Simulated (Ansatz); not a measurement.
The input, for Ansatz 0.2.0:

```yaml
crystal:
  periodic: [false, false, false]
  atoms:
    - {symbol: Al, position_ang: [0.000000, 0.000000, 0.000000]}
    - {symbol: Cl, position_ang: [0.000000, 0.000000, 2.215900]}
basis:
  gaussian: {orbitals: def2-SVPD}
total_charge: -1
magnetization: {spin_polarized: true, initial_magnetization: 5}
correlation: {method: ccsd_t, electrons: outside_noble_gas}
```

```sh
$ ansatz run in.yaml --threads 1 --pin off --events-out ev --progress --plain --max-ram 2393MiB
```

Output:

```
457 factors; integrals over basis functions are off by at most 6.1e-4 eV
mean field evaluation 1: about -19057.6928 eV, gradient 3.5e1 eV
mean field evaluation 2: about -19057.8743 eV, gradient 3.5e1 eV
mean field evaluation 4: about -19073.0258 eV, gradient 5.9e0 eV
mean field evaluation 8: about -19074.0016 eV, gradient 3.9e-1 eV
mean field evaluation 16: about -19074.1367 eV, gradient 1.1e-2 eV
mean field evaluation 32: about -19074.0826 eV, gradient 4.5e-1 eV
mean field evaluation 64: about -19074.1281 eV, gradient 5.2e-1 eV
mean field evaluation 96: about -19074.1367 eV, gradient 1.1e-2 eV
mean field evaluation 128: about -19073.7037 eV, gradient 1.2e0 eV
mean field evaluation 160: about -19057.8266 eV, gradient 3.3e1 eV
...
mean field evaluation 832: about -19069.5778 eV, gradient 6.0e-4 eV
mean field evaluation 864: about -19073.6317 eV, gradient 2.4e-1 eV
mean field -19074.13673558 eV, -700.9615961182 hartree, gradient 2.9e-6 eV, S^2 8.758177; 25 other end points of the search recorded, 0 dependent functions left out
determinant -19074.13673558 eV, -700.9615961182 hartree, with singles and doubles -19078.91890558 eV, -701.1373376242 hartree
determinant -19073.72986905 eV, -700.9466440492 hartree, with singles and doubles -19078.28879587 eV, -701.1141815197 hartree
determinant -19072.91059683 eV, -700.9165363505 hartree, with singles and doubles -19077.48130325 eV, -701.0845067130 hartree
determinant -19072.69906076 eV, -700.9087625431 hartree, with singles and doubles -19077.49457342 eV, -701.0849943829 hartree
determinant -19072.44986210 eV, -700.8996046613 hartree, with singles and doubles -19077.03313131 eV, -701.0680366980 hartree
determinant -19072.21951260 eV, -700.8911394732 hartree, with singles and doubles -19076.60304476 eV, -701.0522313088 hartree
determinant -19072.21641394 eV, -700.8910255997 hartree, with singles and doubles -19076.59356634 eV, -701.0518829835 hartree
determinant -19072.15796176 eV, -700.8888775217 hartree, with singles and doubles -19076.75523702 eV, -701.0578242713 hartree
determinant -19071.93986190 eV, -700.8808624995 hartree, with singles and doubles -19076.65458538 eV, -701.0541253920 hartree
determinant -19071.73472466 eV, -700.8733238450 hartree, with singles and doubles -19076.48512155 eV, -701.0478977111 hartree
determinant -19071.52432055 eV, -700.8655916367 hartree, with singles and doubles -19076.11192361 eV, -701.0341829395 hartree
determinant -19071.07906860 eV, -700.8492289294 hartree, with singles and doubles -19075.69518257 eV, -701.0188679890 hartree
determinant -19070.86109378 eV, -700.8412185024 hartree, with singles and doubles -19075.51392647 eV, -701.0122069501 hartree
determinant -19070.68980936 eV, -700.8349239163 hartree, with singles and doubles -19075.09718609 eV, -700.9968920237 hartree
determinant -19070.64087972 eV, -700.8331257850 hartree, with singles and doubles -19075.25005485 eV, -701.0025098468 hartree
10 core orbitals not correlated: weight in the atoms' cores, before any rotation towards them, 1.000 or more for the frozen orbitals, at most 0.000 for the correlated occupied ones
reference -19074.13673558 eV, -700.9615961182 hartree; 8, 3 occupied and 33, 38 virtual orbitals, 457 factors
second order -4.11976111 eV of doubles, -0.00000000 eV of singles
cycle   1  -4.78251297 eV  change   -3.4e-4 eV  update   2.6e-3
cycle   2  -4.78269274 eV  change   -1.8e-4 eV  update   2.2e-3
cycle   3  -4.78250051 eV  change    1.9e-4 eV  update   1.3e-3
cycle   4  -4.78224816 eV  change    2.5e-4 eV  update   7.0e-4
cycle   5  -4.78287637 eV  change   -6.3e-4 eV  update   1.9e-4
cycle   6  -4.78295199 eV  change   -7.6e-5 eV  update   6.2e-5
cycle   7  -4.78293483 eV  change    1.7e-5 eV  update   3.4e-5
cycle   8  -4.78292485 eV  change    1.0e-5 eV  update   1.3e-5
perturbative correction -0.12224777 eV, -0.0044925227 hartree
Total energy: -19079.04190820 eV, -701.1418578871 hartree
```

Ran on 1 thread of Arm Neoverse V2, shared host: 9.5 s wall, 0.12 GiB peak host memory.
